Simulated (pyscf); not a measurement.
**Elimination: H₃C–Ga(CH₃)–NH₂ → CH₄ + H₃C–Ga=NH**

Gas phase, singlet surface, charge 0. Bonds broken: C1–Ga2, N4–H5. Bonds formed: C1–H5. Structures and frequencies: ωB97X-D3(BJ)/def2-SVP in PySCF.

Transition state (Å):

```xyz
12

C      1.3402     0.6134     0.8115
Ga    -0.6087     0.4125    -0.3499
C     -1.2586     2.1564    -0.9081
N     -0.3470    -1.2858    -0.0320
H      0.7158    -0.5571     0.5438
H      2.1221     0.0176     1.3135
H      0.9546     1.3079     1.5779
H     -0.5383     2.6245    -1.5961
H     -1.3807     2.8114    -0.0322
H     -2.2282     2.0657    -1.4200
H      1.8645     1.1885     0.0283
H     -0.8712    -2.1235    -0.2733
```

One imaginary mode, 1608i cm⁻¹; descent along it reached the two sides named.

```json
[
 {"bond": "C1–Ga2", "change": "breaks", "reactant side (Å)": "1.967", "saddle": "2.278", "product side": "3.3"},
 {"bond": "N4–H5", "change": "breaks", "reactant side (Å)": "1.014", "saddle": "1.411", "product side": "2.6"},
 {"bond": "C1–H5", "change": "forms", "reactant side (Å)": "3.4", "saddle": "1.353", "product side": "1.101"}
]
```

Electronic energies relative to the reactant's lowest minimum found (kcal/mol):

| level | barrier | reaction energy | reverse barrier |
|---|---|---|---|
| ωB97X-D3(BJ)/def2-TZVP | 78.6 | +54.3 | 24.4 |
| PBE/def2-TZVP | 66.5 | +43.8 | 22.7 |
| r²SCAN/def2-TZVP | 71.0 | +48.6 | 22.4 |
| B3LYP-D3(BJ)/def2-TZVP | 73.9 | +47.2 | 26.7 |
| PBE0-D3(BJ)/def2-TZVP | 73.3 | +51.9 | 21.4 |
| M06-2X/def2-TZVP | 76.8 | +55.2 | 21.6 |
| ωB97M-D3(BJ)/def2-TZVP | 76.7 | +51.5 | 25.1 |
| HF/def2-TZVP | 94.1 | +56.7 | 37.4 |

With ωB97M-D3(BJ)/def2-TZVP energies and thermal terms (ideal gas, 1 atm, RRHO with modes under 100 cm⁻¹ raised to 100, one conformer, R ln 2 for chiral ones without a mode under 150 cm⁻¹), in kcal/mol:

| T (K) | ΔH‡ | ΔG‡ | ΔH | ΔG |
|---|---|---|---|---|
| 298 | 72.9 | 73.1 | +49.8 | +40.2 |
| 600 | 72.5 | 73.4 | +48.8 | +30.9 |
| 900 | 72.2 | 73.9 | +47.6 | +22.2 |
| 1200 | 71.9 | 74.5 | +46.5 | +13.8 |

This is the saddle that the search found; another between the same sides may lie lower. Elements up to Kr have no core potential and no relativistic terms here.
